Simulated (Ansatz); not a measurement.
Compare A (`C1COC1`) with its isomer B (`C=CCO`).

Isolated molecules relaxed with PBE0-D4/def2-TZVP in Ansatz; ΔE leaves out vibrations. CCSD(T)/CBS adds triple-zeta CCSD(T) − MP2 to the extrapolated MP2 energy (def2 sets, frozen cores). DFT in def2-TZVPP. B3LYP here is the variant with VWN-RPA as its local correlation; programs differ in this. Each species was taken in one conformer, which may not be the lowest.

Question: Which is lower in electronic energy at CCSD(T)/CBS, and by how much? (An estimate is asked.)

Answer: Computed: B, by 10.9 kcal/mol.

Question: Give E(B) − E(A) in kcal/mol with BLYP-D4, ωB97M-V, B3LYP-D4, LDA (SPW92), CCSD(T)/def2-SVP, B2PLYP, CCSD(T)/def2-TZVPP. (Estimate.)

Answer: Computed: BLYP-D4 -12.8, ωB97M-V -8.6, B3LYP-D4 -11.5, LDA (SPW92) -5.5, CCSD(T)/def2-SVP -8.6, B2PLYP -11.1, CCSD(T)/def2-TZVPP -9.9. None reverses the order clearly.

Question: Does the order hold for the free energy at 298.15 K (harmonic terms from PBE0-D4)? (An estimate is asked.)

Answer: Ansatz gave: Yes: G(B) − G(A) = -12.5 kcal/mol, for one conformer each. Modes under 60 cm⁻¹, often nearly free rotors, make the harmonic entropy too high.

Largest T1 diagnostic: 0.011.

Leaving LDA and LC-ωPBE aside and taking each functional with its dispersion term where it has one, the values, not all of them listed here, spread over 6.8 kcal/mol, from BLYP-D4 to ωB97X-V. LDA lies +2.8 kcal/mol from PBE without D4. From PBE to PBE0 (25 % exact exchange), in def2-TZVPP and without D4, E(B) − E(A) moves by +1.3 kcal/mol.
